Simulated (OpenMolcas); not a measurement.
# AlH (SMILES [AlH]): a chain of runs

Wanted: a single-point energy (UHF/3-21G), then the energy (CASSCF(2,2)/3-21G), then the energy (CASPT2(2,2)/3-21G), then the energy (SC-NEVPT2(2,2)/3-21G), then a single-point energy (MRCI(2,2)/3-21G) of AlH. 

The results are computed with OpenMolcas 26.06.

## Step 1: The molecule

AlH has 2 atoms, charge 0, and is taken as a singlet. As SMILES, `[AlH]`. The Al1–H2 distance was set to 2.913 Å, away from the relaxed value.

## Step 2: A single-point energy at UHF/3-21G (run 1)

Input file step1.input:

```
&GATEWAY
 BasLib=$CurrDir
 Coord
 2
 angstrom
 Al       0.000000       0.000000      -1.274190
 H        0.000000       0.000000       1.639110
 Basis=3-21G
 Group=NoSym

&SEWARD

&SCF
 UHF
 Scramble=0.25
 PrOrbitals=1 1
```

The basis set 3-21G is read from a file made from the Basis Set Exchange's data (not shown).

The run is started by

```console
$ export MOLCAS_MEM=1860
$ pymolcas step1.input > step1.log
```

The program printed:

```text
--- Start Module: gateway ---
[...]
--- Stop Module: gateway /rc=_RC_ALL_IS_WELL_ ---
--- Start Module: seward ---
[...]
      Basis functions           15
--- Stop Module: seward /rc=_RC_ALL_IS_WELL_ ---
[...]
--- Start Module: scf ---
[...]
       Convergence after  36 Iterations
[...]
::    Total SCF energy                               -241.0576081667
[...]
      Total spin, S                                     0.4909641177
[...]
      Total electronic charge=   14.000000
      Total            charge=   -0.000000
[...]
      Dipole Moment (debye):
      Origin of the operator (angstrom)=    0.0000    0.0000   -1.1693
                   X=  6.7011E-06               Y= -6.2195E-07               Z= -1.0090E+00           Total=  1.0090E+00
      Quadrupole Moment (debye*angstrom):
[...]
--- Stop Module: scf /rc=_RC_ALL_IS_WELL_ ---
[...]
```

Run time: 3.6 s. Hardware: 1 thread of Arm Neoverse N1, shared host; peak memory 0.37 GiB.

## Step 3: A single-point energy at CASSCF(2,2)/3-21G (run 2)

Input file step2.inp:

```
* AlH CASSCF

&gateway
  baslib=$CurrDir
  coord
  2
  angstrom
  Al       0.000000       0.000000      -1.274190
  H        0.000000       0.000000       1.639110
  basis=3-21G
  group=NoSym

&seward

&rasscf
  fileorb=$CurrDir/step1.UnaOrb
  spin=1
  nactel=2 0 0
  inactive=6
  ras2=2
  orblisting=Nothing
```

The basis set 3-21G is read from a file made from the Basis Set Exchange's data (not shown).

The run is started by

```console
$ export MOLCAS_MEM=1860
$ pymolcas step2.inp > step2.log
```

The program printed:

```text
--- Start Module: gateway ---
[...]
--- Stop Module: gateway /rc=_RC_ALL_IS_WELL_ ---
--- Start Module: seward ---
[...]
      Basis functions           15
--- Stop Module: seward /rc=_RC_ALL_IS_WELL_ ---
--- Start Module: rasscf ---
[...]
      Number of active orbitals                  2
[...]
      Spin quantum number                      0.0
[...]
      Active orbitals                            2
[...]
      Number of CSFs                             3
[...]
      Number of root(s) required                 1
[...]
      Convergence after 12 iterations
[...]
      printout of CI-coefficients larger than  0.05 for root  1
      energy=    -241.078087
      conf/sym  11     Coeff  Weight
             1  20  -0.93553 0.87522
             3  02   0.35324 0.12478
      Natural orbitals and occupation numbers for root  1
      sym 1:   1.750442   0.249558
      ************************************************************************************************************************
      *                                                    Final results                                                     *
[...]
::    RASSCF root number  1 Total energy:   -241.07808679
[...]
      Total electronic charge=   14.000000
      Total            charge=   -0.000000
[...]
      Dipole Moment (debye):
      Origin of the operator (angstrom)=    0.0000    0.0000   -1.1693
                   X=  1.9201E-07               Y= -1.7816E-08               Z= -1.6834E+00           Total=  1.6834E+00
      Quadrupole Moment (debye*angstrom):
[...]
--- Stop Module: rasscf /rc=_RC_ALL_IS_WELL_ ---
[...]
```

Wall time 2.5 s (1 thread of Arm Neoverse N1, shared host); peak memory 0.37 GiB.

## Step 4: A single-point energy at CASPT2(2,2)/3-21G (run 3)

Input file step3.input:

```
* AlH CASPT2
>>> EXPORT MOLCAS_PRINT=2
&GATEWAY
BasLib=$CurrDir
Coord
2
angstrom
Al       0.000000       0.000000      -1.274190
H        0.000000       0.000000       1.639110
Basis=3-21G
Group=NoSym
&SEWARD
&RASSCF
FileOrb=$CurrDir/step2.RasOrb
Spin=1
Nactel=2 0 0
Inactive=6
Ras2=2
OrbListing=Nothing
&CASPT2
Imaginary=0.1
Frozen=5
```

The basis set 3-21G is read from a file made from the Basis Set Exchange's data (not shown).

The run is started by

```console
$ export MOLCAS_MEM=1860
$ pymolcas step3.input > step3.log
```

The program printed:

```text
--- Start Module: gateway ---
[...]
--- Stop Module: gateway /rc=_RC_ALL_IS_WELL_ ---
[...]
      Basis functions           15
[...]
--- Start Module: rasscf ---
[...]
      Number of active orbitals                  2
[...]
      Spin quantum number                      0.0
[...]
      Active orbitals                            2
[...]
      Number of CSFs                             3
[...]
      Number of root(s) required                 1
[...]
      Convergence after  4 iterations
[...]
      printout of CI-coefficients larger than  0.05 for root  1
      energy=    -241.078087
      conf/sym  11     Coeff  Weight
             1  20  -0.93553 0.87522
             3  02   0.35324 0.12478
      Natural orbitals and occupation numbers for root  1
      sym 1:   1.750442   0.249558
      ************************************************************************************************************************
      *                                                    Final results                                                     *
[...]
::    RASSCF root number  1 Total energy:   -241.07808679
[...]
      Total electronic charge=   14.000000
      Total            charge=   -0.000000
[...]
      Dipole Moment (debye):
      Origin of the operator (angstrom)=    0.0000    0.0000   -1.1693
                   X=  1.7679E-07               Y= -1.6403E-08               Z= -1.6834E+00           Total=  1.6834E+00
      Quadrupole Moment (debye*angstrom):
[...]
--- Stop Module: rasscf /rc=_RC_ALL_IS_WELL_ ---
--- Start Module: caspt2 ---
[...]
 ###    WARNING: User changed nr of frozen orbitals.                         ###
 ###############################################################################
[...]
      E2 (Variational):          -0.0187461694
      Total energy:            -241.0968329553
[...]
      Reference weight:           0.98329
[...]
::    CASPT2 Root  1     Total energy:   -241.09683296
[...]
--- Stop Module: caspt2 /rc=_RC_ALL_IS_WELL_ ---
[...]
```

It took 2.6 s on 1 thread of Arm Neoverse N1, shared host; peak memory 0.37 GiB.

## Step 5: The energy at SC-NEVPT2(2,2)/3-21G (run 4)

Input file step4.input:

```
* AlH NEVPT2

&GATEWAY
  BASLIB=$CurrDir
  COORD
  2
  angstrom
  Al       0.000000       0.000000      -1.274190
  H        0.000000       0.000000       1.639110
  BASIS=3-21G
  GROUP=NoSym

&SEWARD

&RASSCF
  FILEORB=$CurrDir/step2.RasOrb
  SPIN=1
  NACTEL=2 0 0
  INACTIVE=6
  RAS2=2
  ORBLISTING=Nothing

&CASPT2
  SC-NEVPT2
  FROZEN=5
```

The basis set 3-21G is read from a file made from the Basis Set Exchange's data (not shown).

The run is started by

```console
$ export MOLCAS_MEM=1860
$ pymolcas step4.input > step4.log
```

The program printed:

```text
--- Start Module: gateway ---
[...]
--- Stop Module: gateway /rc=_RC_ALL_IS_WELL_ ---
[...]
      Basis functions           15
[...]
--- Start Module: rasscf ---
[...]
      Number of active orbitals                  2
[...]
      Spin quantum number                      0.0
[...]
      Active orbitals                            2
[...]
      Number of CSFs                             3
[...]
      Number of root(s) required                 1
[...]
      Convergence after  4 iterations
[...]
      printout of CI-coefficients larger than  0.05 for root  1
      energy=    -241.078087
      conf/sym  11     Coeff  Weight
             1  20  -0.93553 0.87522
             3  02   0.35324 0.12478
      Natural orbitals and occupation numbers for root  1
      sym 1:   1.750442   0.249558
      ************************************************************************************************************************
      *                                                    Final results                                                     *
[...]
::    RASSCF root number  1 Total energy:   -241.07808679
[...]
      Total electronic charge=   14.000000
      Total            charge=   -0.000000
[...]
      Dipole Moment (debye):
      Origin of the operator (angstrom)=    0.0000    0.0000   -1.1693
                   X=  1.7679E-07               Y= -1.6403E-08               Z= -1.6834E+00           Total=  1.6834E+00
      Quadrupole Moment (debye*angstrom):
[...]
--- Stop Module: rasscf /rc=_RC_ALL_IS_WELL_ ---
--- Start Module: caspt2 ---
[...]
 ###    WARNING: User changed nr of frozen orbitals.                         ###
 ###############################################################################
[...]
      E2 (Variational):          -0.0182985743
[...]
      E2 (Variational):          -0.0182891408
      Total energy:            -241.0963759267
[...]
      Reference weight:           0.98390
[...]
::    SC-NEVPT2 Root  1     Total energy:   -241.09637593
[...]
--- Stop Module: caspt2 /rc=_RC_ALL_IS_WELL_ ---
[...]
```

Run time: 2.5 s. Hardware: 1 thread of Arm Neoverse N1, shared host; peak memory 0.37 GiB.

## Step 6: The energy at MRCI(2,2)/3-21G (run 5)

Input file step5.input:

```
&gateway
  baslib=$CurrDir
  coord
  2
  angstrom
  Al       0.000000       0.000000      -1.274190
  H        0.000000       0.000000       1.639110
  basis=3-21G
  group=NoSym

&seward

&rasscf
  fileorb=$CurrDir/step2.RasOrb
  spin=1
  nactel=2 0 0
  inactive=6
  ras2=2
  orblisting=Nothing

&motra
  lumorb
  frozen=5

&guga
  electrons=4
  spin=1
  inactive=1
  active=2
  ciall=1

&mrci
  sdci
```

The basis set 3-21G is read from a file made from the Basis Set Exchange's data (not shown).

The run is started by

```console
$ export MOLCAS_MEM=1860
$ pymolcas step5.input > step5.log
```

The program printed:

```text
--- Start Module: gateway ---
[...]
--- Stop Module: gateway /rc=_RC_ALL_IS_WELL_ ---
[...]
      Basis functions           15
[...]
      Number of active orbitals                  2
[...]
      Spin quantum number                      0.0
[...]
      Active orbitals                            2
[...]
      Number of CSFs                             3
[...]
      Number of root(s) required                 1
[...]
      Convergence after  4 iterations
[...]
      printout of CI-coefficients larger than  0.05 for root  1
      energy=    -241.078087
      conf/sym  11     Coeff  Weight
             1  20  -0.93553 0.87522
             3  02   0.35324 0.12478
      Natural orbitals and occupation numbers for root  1
      sym 1:   1.750442   0.249558
      ************************************************************************************************************************
      *                                                    Final results                                                     *
[...]
::    RASSCF root number  1 Total energy:   -241.07808679
[...]
      Dipole Moment (debye):
      Origin of the operator (angstrom)=    0.0000    0.0000   -1.1693
                   X=  1.7679E-07               Y= -1.6403E-08               Z= -1.6834E+00           Total=  1.6834E+00
      Quadrupole Moment (debye*angstrom):
[...]
      *** WARNING: Default frozen orbitals is overwritten by user input.
      *** Default values:   2
[...]
--- Start Module: guga ---
[...]
--- Stop Module: guga /rc=_RC_ALL_IS_WELL_ ---
--- Start Module: mrci ---
[...]
       (But an ACPF correction will be computed)
       USE THE DEFAULT ACPF G-VALUE GFAC=  0.50000000000000000
[...]
                      CI ENERGY:  -241.10908106
[...]
                ACPF CORRECTION:    -0.00077625
[...]
      Total electronic charge=   14.000000
      Total            charge=    0.000000
[...]
     ACPF CORRECTION:     -0.00077625
[...]
  CI State   1     Total energy:   -241.10908106     QDav:     -0.00159238     QACPF:     -0.00077625
[...]
--- Stop Module: mrci /rc=_RC_ALL_IS_WELL_ ---
[...]
```

Run time: 2.6 s. Hardware: 1 thread of Arm Neoverse N1, shared host; peak memory 0.37 GiB.

## Step 7: Summary of results

| quantity | value |
| --- | --- |
| run 1, UHF/3-21G: total energy | -241.05761 Eh |
| run 1, UHF/3-21G: dipole moment | 1.01 D |
| run 1, UHF/3-21G: HOMO energy | -6.00 eV |
| run 1, UHF/3-21G: LUMO energy | 0.51 eV |
| run 1, UHF/3-21G: HOMO–LUMO gap | 6.52 eV |
| run 1, UHF/3-21G: ⟨S²⟩ | 0.732 |
| run 2, CASSCF(2,2)/3-21G: total energy | -241.07809 Eh |
| run 2, CASSCF(2,2)/3-21G: dipole moment (CASSCF density) | 1.68 D |
| run 3, CASPT2(2,2)/3-21G: total energy | -241.09683 Eh |
| run 3, CASPT2(2,2)/3-21G: dipole moment (CASSCF density) | 1.68 D |
| run 4, SC-NEVPT2(2,2)/3-21G: total energy | -241.09638 Eh |
| run 4, SC-NEVPT2(2,2)/3-21G: dipole moment (CASSCF density) | 1.68 D |
| run 5, MRCI(2,2)/3-21G: total energy | -241.10908 Eh |
| run 5, MRCI(2,2)/3-21G: dipole moment (CASSCF density) | 1.68 D |

In words: ⟨S²⟩ (run 1, UHF/3-21G) is 0.73 where a pure singlet has 0.00: the reference is spin-contaminated.
